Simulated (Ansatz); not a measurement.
**CHB+ (doublet): from Hartree-Fock to the top rungs, def2-QZVPP**

An exercise on one series of results from a longer session: the logs are not shown, and one member is left open.

Program: Ansatz 0.2.0, Gaussian basis. Level of theory: def2-QZVPP, core rule «outside noble gas», up to 2 orbitals frozen. These are calculated values, not measurements.

The runs, in order: UHF; ROHF; CCSD(T) on UHF.

2 further runs of the same task are left out: 2 set aside as unsound or not needed.

## The system

The geometry is a PBE0/def2-TZVP stationary point (not a proven minimum) of the parent state, kept for this charge and spin.

3 atoms, charge 1, spin multiplicity 2.

Atoms are counted from 1 here; the program's logs count them from 0.

Bond lengths: B1–C2 1.353 Å, C2–H3 1.071 Å. Angles: B1–C2–H3 180.0°.

Geometry (Å):

```
B     0.0000    0.0000    1.2592
C     0.0000    0.0000   -0.0942
H     0.0000    0.0000   -1.1650
```

The first run:

The input, in.yaml:

```yaml
crystal:
  periodic: [false, false, false]
  atoms:
    - {symbol: B, position_ang: [0.000000, 0.000000, 1.259200]}
    - {symbol: C, position_ang: [0.000000, 0.000000, -0.094199]}
    - {symbol: H, position_ang: [0.000000, 0.000000, -1.165001]}
basis:
  gaussian: {orbitals: "def2-QZVPP.json"}
total_charge: 1
magnetization: {spin_polarized: true, initial_magnetization: 1}
hamiltonian: {xc: hf}
output: {orbitals: {seedname: orbitals}}
```

Run with:

```
> ansatz run in.yaml --threads 1 --pin off --events-out ev --progress --plain --max-ram 2393MiB
```

Among the steps run: UHF; ROHF; CCSD(T) on UHF.

One of the session's tables, all rows but one given; the rest of the session is left out.

| method | from UCCSD(T) (kJ/mol) |
| --- | --- |
| ROHF | +626.4 |
| UHF | ? |
| UMP2 | +88.1 |
| UCCSD | +22.2 |
| UCCSD(T) | 0 |

Estimate the missing values for UHF.

The run gave: from UCCSD(T) (kJ/mol): +466.0. In the column «from UCCSD(T) (kJ/mol)» it lies between UMP2 (+88.1) and ROHF (+626.4).

The program flags UCCSD(T) as in doubt (see the logs), so the zero of the table is itself unsure.

To keep in mind: The determinant is far from a pure spin state, so its energy mixes those of several spin states (harmless only where they are near-degenerate, as at dissociation). The program flags UCCSD(T) as in doubt, so the zero of the table is itself unsure.
